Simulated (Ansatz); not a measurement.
System: zinc-blende InP. Method: HSE06 in Ansatz (plane waves, PAW).

The same calculation (at the measured cell, 25.270 Å³/atom) with different numerical settings:

```
run    k mesh  gap on the mesh (eV)  total energy (eV/atom)
---  --------  --------------------  ----------------------
1       4×4×4                 1.512              -3179.2095
2       6×6×6                 1.477              -3179.2524
3       8×8×8                 1.471              -3179.2564
4    10×10×10                 1.469              -3179.2569
5    12×12×12                 1.469              -3179.2570
```

In the column total energy (eV/atom) the first row differs from the last by +0.0475 and the next to last by +0.0001.

The last row is no converged limit: other settings stay fixed.

Spin–orbit coupling is not included.

Ansatz is a first-principles code.
